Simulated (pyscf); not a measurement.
PySCF, gas phase, ωB97X-D3(BJ)/def2-SVP geometries.

Question: `[SH2]` + `[GeH2]` [singlet] → `[SH][GeH]` [singlet] + `[H][H]`
Surface: singlet. Broken: H–S, Ge–H. Formed: Ge–S, H–H. Give ΔE‡ and ΔE from ωB97M-D3(BJ)/def2-TZVP, relative to the separated reactants.

Answer: ΔE‡ = 0.0 kcal/mol, ΔE = -23.3 kcal/mol. Zero-point energy shifts the barrier by +2.0 kcal/mol. It is a four-centre exchange, with an imaginary mode of 1228i cm⁻¹. On the reactant side the descent ends in an adduct with a Ge–S contact, 18.6 kcal/mol under the separated species and 15.4 kcal/mol under the saddle at ωB97X-D3(BJ)/def2-TZVP. What is counted as formed (Ge–S) is already present as a longer contact in the reactant adduct; forming that adduct is a step of its own. At ωB97X-D3(BJ)/def2-TZVP the barrier from the zero used here is -3.2 kcal/mol. This is the saddle that the search found; another between the same sides may lie lower. Elements up to Kr have no core potential and no relativistic terms here.
